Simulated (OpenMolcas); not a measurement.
How basis sets differ on C2H7P (dimethylphosphine)

The species is C2H7P (10 atoms), meant as a singlet with charge 0. As SMILES, `CPC`. The shape is that of a PBE0-D4/def2-TZVP optimisation.

Each level gives the HOMO–LUMO gap (eV). The values are calculated.

```tsv
level	kind	program	value (eV)	CPU time
APF/def2-SV(P)	global hybrid	OpenMolcas	7.80	6.3 s
APF/def2-SVP	global hybrid	OpenMolcas	7.78	9.3 s
APF/def2-TZVP	global hybrid	OpenMolcas	7.34	37 s
APF/def2-TZVPP (RICD fitting)	global hybrid	OpenMolcas	7.34	36 s
```

The values span 7.34 to 7.80 eV. Orbital gaps aren't excitation energies. Times are those of the runs behind each value, whatever else they computed, on shared processors of several kinds: orders of magnitude only.
